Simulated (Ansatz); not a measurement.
# C₃H₄ (singlet): from Hartree-Fock to the top rungs, cc-pVQZ

An exercise on one series of results from a longer session: the logs are not shown, and one member is left open.

Program: Ansatz 0.2.0, Gaussian basis. Level of theory: cc-pVQZ, core rule «outside noble gas», up to 3 orbitals frozen. These are calculated values, not measurements.

Plan: UHF; CCSD(T) on RHF; BCCD(T) on RHF.

16 further runs of the same task are left out: 2 that didn't finish, 14 set aside as unsound or not needed.

### The geometry

The geometry is an MP2(full)/6-31G* stationary point (not a proven minimum).

7 atoms, charge 0, spin multiplicity 1.

Atoms are counted from 1 here; the program's logs count them from 0.

Bond lengths: C1–C2 1.218 Å, C1–C3 1.461 Å, C2–H4 1.066 Å, C3–H5 1.093 Å, C3–H6 1.093 Å, C3–H7 1.093 Å. Angles: C2–C1–C3 180.0°, C1–C2–H4 180.0°, C1–C3–H5 110.9°, C1–C3–H6 110.9°, C1–C3–H7 110.9°, H5–C3–H6 108.0°, H5–C3–H7 108.0°, H6–C3–H7 108.0°.

The first run:

The input, in.yaml:

```yaml
crystal:
  periodic: [false, false, false]
  atoms:
    - {symbol: C, position_ang: [0.000000, 0.000000, 0.155173]}
    - {symbol: C, position_ang: [0.000000, 0.000000, 1.373356]}
    - {symbol: C, position_ang: [0.000000, 0.000000, -1.306250]}
    - {symbol: H, position_ang: [0.000000, 0.000000, 2.439113]}
    - {symbol: H, position_ang: [0.000000, 1.021145, -1.695941]}
    - {symbol: H, position_ang: [0.884337, -0.510572, -1.695941]}
    - {symbol: H, position_ang: [-0.884337, -0.510572, -1.695941]}
basis:
  gaussian: {orbitals: cc-pVQZ}
magnetization: {spin_polarized: true, initial_magnetization: 0}
hamiltonian: {xc: hf}
output: {orbitals: {seedname: orbitals}}
```

The run is started by

```
> ansatz run in.yaml --threads 1 --pin off --events-out ev --progress --plain --max-ram 4160MiB --backend cpu
```

Among the steps run: UHF; CCSD(T) on RHF; BCCD(T) on RHF.

One of the session's tables, all rows but one given; the rest of the session is left out.

```
  method  from RCCSD(T) (meV)
     RHF             +15099.7
    RMP2                    ?
   RCCSD               +708.5
RCCSD(T)                    0
 BCCD(T)                 -3.0
```

**Question.** Estimate the row for RMP2.

As computed: from RCCSD(T) (meV): +1124.8. In the column «from RCCSD(T) (meV)» it lies between RCCSD (+708.5) and RHF (+15099.7).

With the free atoms at the same levels and basis (separate runs), the atomisation energy is 30.184 eV at RCCSD(T), 22.695 eV at RHF.
